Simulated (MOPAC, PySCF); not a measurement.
## Ladder of methods for the band gap of cubic BN

Reference value: 6.2 eV (measured, 300 K, not corrected to a static lattice; as tabulated in arXiv:1206.3780).

| level (code) | value (eV) | cell (Å³/atom) | difference (eV) |
|---|---|---|---|
| PM6 semi-empirical Hartree-Fock (MOPAC) | 8.64 | 6.02 | +2.44 |
| PBE (PySCF) | 4.45 ± 0.05 | 5.91 | -1.75 |
| PBE0 (PySCF) | 6.63 ± 0.03 | 5.91 | +0.43 |
| Hartree–Fock (PySCF) | 13.95 ± 0.2 | 5.91 | +7.75 |
| G0W0@PBE0 (PySCF) | 6.85 ± 0.1 | 5.91 | +0.65 |

Leaving aside PM6 semi-empirical Hartree-Fock (MOPAC) (doubt noted below): Of the ranked levels PBE0 (+0.43 eV) comes nearest. Farthest off among them: Hartree–Fock (+7.75 eV).

Density-functional gaps are differences of (generalised) Kohn–Sham levels of a static lattice; semilocal ones lie below quasiparticle gaps as a rule. Measured gaps hold zero-point and thermal shifts unless a correction is named.  A ± on a computed value is a rough bar: the spread of its extrapolation, a floor set from checks against published values, or a statistical error. PM6 semi-empirical Hartree-Fock (MOPAC): the gap is read on the k mesh or supercell of the run alone and can be too large. PM6 semi-empirical Hartree-Fock (MOPAC): the method was fitted mainly to molecules. PM6 semi-empirical Hartree-Fock (MOPAC): gaps of these semi-empirical methods are Hartree–Fock-like level differences, and their formation enthalpies are fitted 298 K values. Values are at the measured cell; PM6 semi-empirical Hartree-Fock (MOPAC) at the level's own relaxed cell.

Differences are worked out from the printed values.
